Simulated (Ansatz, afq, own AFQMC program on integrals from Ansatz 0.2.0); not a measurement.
Two steps: Ansatz 0.2.0 writes the Fock matrix and Cholesky factors of the valence space, and afq projects on them the lowest state that overlaps trial and start.

```yaml
crystal:
  periodic: [false, false, false]
  atoms:
    - {symbol: Al, position_ang: [0.000000, 0.000000, 0.558698]}
    - {symbol: N, position_ang: [0.000000, 0.000000, -1.250890]}
    - {symbol: H, position_ang: [0.000000, 1.442863, 1.213515]}
    - {symbol: H, position_ang: [0.000000, -1.442863, 1.213515]}
basis:
  gaussian: {orbitals: cc-pVDZ}
magnetization: {spin_polarized: true, initial_magnetization: 2}
correlation: {method: ccsd_t, electrons: outside_noble_gas, hamiltonian_folder: ham}
```

```sh
$ ansatz run in.yaml --threads 1 --pin off --events-out ev --progress --plain --max-ram 1843MiB
```

Options of the walk:

```
--method phaseless --trial hf --walkers 120 --populations 1 --least-time 40 --time-step 0.005 --steps-per-block 20 --equilibration-blocks 112 --max-blocks 600 --target-error 0.00114 --factor-cut 1e-05 --start spin_pure --seed 2386 --taylor-order 6
```

Times are imaginary, in 1/Eh. The walk had a cap of 1086 s.

afq prints:

```
orbitals 36  electrons 6 4  factors 266 of 402
reference energy -297.45579942 Eh
CCSD correlation -0.19439691 Eh in 12 cycles, weight of the determinant in the CISD state 0.9098
energy of the start -297.455983 Eh
 block  time / (1/Eh)  mean weight  energy / Eh
     1     0.100  1.0011  -297.504513
     2     0.200  1.0001  -297.537692
     3     0.300  1.0004  -297.558072
     4     0.400  1.0016  -297.571738
     5     0.500  1.0021  -297.597772
     8     0.800  1.0018  -297.622071
    18     1.800  0.9995  -297.639549
    69     6.900  0.9995  -297.653802
   120    12.000  0.9994  -297.673763
   171    17.100  0.9985  -297.632306
   222    22.200  1.0003  -297.673204
   256    25.600  1.0016  -297.710883
   273    27.300  1.0008  -297.643760
   324    32.400  1.0000  -297.667380
   375    37.500  1.0007  -297.655357
   426    42.600  0.9994  -297.647691
   477    47.700  1.0004  -297.646467
   528    52.800  0.9994  -297.665680
   579    57.900  0.9982  -297.654251
   630    63.000  0.9997  -297.628214
   681    68.100  0.9984  -297.640876
   698    69.800  0.9976  -297.646350
blocks merged  error / Eh  count
     1  0.000563  600
     2  0.000742  300
     4  0.000943  150
     8  0.001102  75
    16  0.001310  37
    32  0.001604  18
    64  0.001953  9
energy -297.650515 +/- 0.001604 Eh
(rows thinned)
```

The run passed its tests (sampling time, drift between the halves within three errors, error under three times the target), which doesn't prove that it has relaxed.

Against this walk (error 43.6 meV) on the same determinant: CCSD(T) 79.6 meV lower (within the noise), CCSDT(Q) 107.6 meV lower, a separate phaseless walk with a CISD trial and standard settings 101.0 ± 44.6 meV lower. The error is statistical and leaves out the bias of the constraint.

Cautions: constraint bias not in the error; error above the target (43.6 against 31.0 meV).

The walk took 5.2 min on 1 thread of Arm Neoverse V1, with other jobs on the host. The log's last line is the phaseless energy.

CCSDT and higher add their correlation energy to the determinant of the CCSD(T) run, since their own runs factorise the integrals more tightly (a shift of under 2 meV). A walk keeps the symmetry of its determinant, which the program's search chose and which needn't be the lowest solution, so a lower state of the same spin and another symmetry isn't excluded.
